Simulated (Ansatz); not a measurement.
C₅H₁₀S, SMILES `CC1CCCS1` from Hartree–Fock to CCSD(T)

```xyz
16

C     1.9392   -0.3067   -1.0041
C     0.6985    0.3896   -0.4861
C    -0.5742   -0.4366   -0.5934
C    -1.5787    0.1639    0.3734
C    -0.8550    0.3090    1.7039
S     0.8502    0.7964    1.2943
H     1.8338   -0.5243   -2.0714
H     2.1036   -1.2458   -0.4709
H     2.8291    0.3132   -0.8774
H     0.5618    1.3330   -1.0242
H    -0.9428   -0.4496   -1.6235
H    -0.3549   -1.4714   -0.3069
H    -1.8914    1.1494    0.0148
H    -2.4768   -0.4511    0.4766
H    -0.8386   -0.6371    2.2493
H    -1.3037    1.0681    2.3454
```

Charge 0, multiplicity 1. The structure was optimised at the PBE0-D4/def2-TZVP level. Frozen core, restricted reference, the Gaussian-basis code of Ansatz. CBS rows extrapolate triple and quadruple zeta; past MP2 they add the triple-zeta difference.

| basis | HF (Eh) | MP2 corr. | CCSD corr. | (T) | CCSD(T) total |
| --- | --- | --- | --- | --- | --- |
| def2-SVP | -592.42879 | -0.84172 | ? | -0.02989 | ? |
| def2-TZVPP | ? | -1.04021 | -1.10023 | -0.04838 | ? |
| def2-QZVPP | -592.80107 | -1.10950 | – | – | – |
| CBS(def2) | -592.80385 | ? | ? | as TZ | ? |

Task: Fill in the withheld values. (Estimate.)

Result: The calculation gave: def2-SVP CCSD corr.: -0.91307; def2-SVP CCSD(T) total: -593.37175; def2-TZVPP HF (Eh): -592.78089; def2-TZVPP CCSD(T) total: -593.92950; CBS(def2) MP2 corr.: -1.16082; CBS(def2) CCSD corr.: -1.22083; CBS(def2) CCSD(T) total: -594.07306.
